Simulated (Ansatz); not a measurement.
`Cl[Si]Cl`, relaxed with RKS PBE0-D4/def2-TZVP in Ansatz 0.2.0 from a GFN2-xTB geometry. The force threshold is 0.005 eV/Å; the program also tests the step.

Charge 0, multiplicity 1.

Start:

```xyz
3

Cl   -0.701   -1.535   -0.619
Si    0.689   -0.099   -0.130
Cl    0.012    1.634    0.749
```

```tsv
step	energy (eV)	largest force (eV/Å)	largest move (Å)
1	-32913.9867	1.382	0.000
2	-32914.1976	0.624	0.196
3	-32914.2143	0.105	0.023
4	-32914.2148	0.009	0.003
5	-32914.2148	0.002	0.002
```

End:

```xyz
3

Cl   -0.752   -1.383   -0.543
Si    0.855   -0.123   -0.161
Cl   -0.102    1.506    0.704
```

Hardware: 2 threads of a server CPU on a shared host. Wall time 8 s, peak host memory 0.19 GiB.
